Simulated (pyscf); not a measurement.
**Atom transfer: Cl–CH₂–Cl (SMILES ClCCl) + H• (SMILES [H]) → HCl (SMILES Cl) + •H₂C–Cl (SMILES [CH2]Cl)**

Gas phase, doublet surface, charge 0. Bonds broken: Cl1–C2. Bonds formed: Cl1–H6. Optimised with ωB97X-D3(BJ)/def2-SVP in PySCF. Correlated levels are frozen-core, on RHF or UHF. ΔMP2 is the change of the MP2 total energy from the triple- to the quadruple-zeta basis.

Transition state (Å):

```xyz
6

Cl    -0.4221     0.9194    -0.5333
C     -1.4062    -0.5046     0.3398
Cl    -1.1223    -2.0388    -0.4306
H     -2.4561    -0.2068     0.2531
H     -1.0352    -0.5044     1.3697
H      0.3872     2.2086    -1.2149
```

One imaginary mode, 1178i cm⁻¹; descent along it reached the two sides named.

| bond | change | reactant side (Å) | saddle | product side |
|---|---|---|---|---|
| Cl1–C2 | breaks | 1.768 | 1.939 | 3.5 |
| Cl1–H6 | forms | 3.6 | 1.668 | 1.284 |

Electronic energies relative to the separated reactants (kcal/mol):

```json
[
 {"level": "ωB97X-D3(BJ)/def2-TZVP", "barrier": "11.4", "reaction energy": "-22.7", "reverse barrier": "34.1"},
 {"level": "PBE/def2-TZVP", "barrier": "2.6", "reaction energy": "-22.8", "reverse barrier": "25.4"},
 {"level": "r²SCAN/def2-TZVP", "barrier": "1.6", "reaction energy": "-27.1", "reverse barrier": "28.7"},
 {"level": "B3LYP-D3(BJ)/def2-TZVP", "barrier": "4.0", "reaction energy": "-26.5", "reverse barrier": "30.5"},
 {"level": "PBE0-D3(BJ)/def2-TZVP", "barrier": "6.3", "reaction energy": "-23.0", "reverse barrier": "29.2"},
 {"level": "M06-2X/def2-TZVP", "barrier": "10.2", "reaction energy": "-22.0", "reverse barrier": "32.3"},
 {"level": "ωB97M-D3(BJ)/def2-TZVP", "barrier": "10.7", "reaction energy": "-24.2", "reverse barrier": "35.0"},
 {"level": "HF/def2-TZVP", "barrier": "20.8", "reaction energy": "-27.5", "reverse barrier": "48.3"},
 {"level": "MP2/def2-QZVPP", "barrier": "14.4", "reaction energy": "-19.2", "reverse barrier": "33.5"},
 {"level": "CCSD/def2-TZVPP", "barrier": "11.1", "reaction energy": "-27.6", "reverse barrier": "38.6"},
 {"level": "CCSD(T)/def2-TZVPP", "barrier": "9.9", "reaction energy": "-25.7", "reverse barrier": "35.6"},
 {"level": "CCSD(T)/def2-TZVPP + ΔMP2(QZVPP)", "barrier": "9.3", "reaction energy": "-25.2", "reverse barrier": "34.4"}
]
```

With CCSD(T)/def2-TZVPP + ΔMP2(QZVPP) energies and thermal terms (ideal gas, 1 atm, RRHO with modes under 100 cm⁻¹ raised to 100, one conformer, R ln 2 for rigid chiral ones), in kcal/mol:

| T (K) | ΔH‡ | ΔG‡ | ΔH | ΔG |
|---|---|---|---|---|
| 298 | 8.6 | 14.3 | -24.6 | -28.3 |
| 600 | 8.4 | 20.3 | -24.8 | -32.0 |
| 900 | 8.2 | 26.3 | -25.4 | -35.5 |
| 1200 | 7.9 | 32.3 | -26.1 | -38.8 |

This is the saddle that the search found; another between the same sides may lie lower. The angle at the transferred Cl is 177°. The CCSD(T) − MP2 part came from Ansatz, without density fitting, on the same reference.
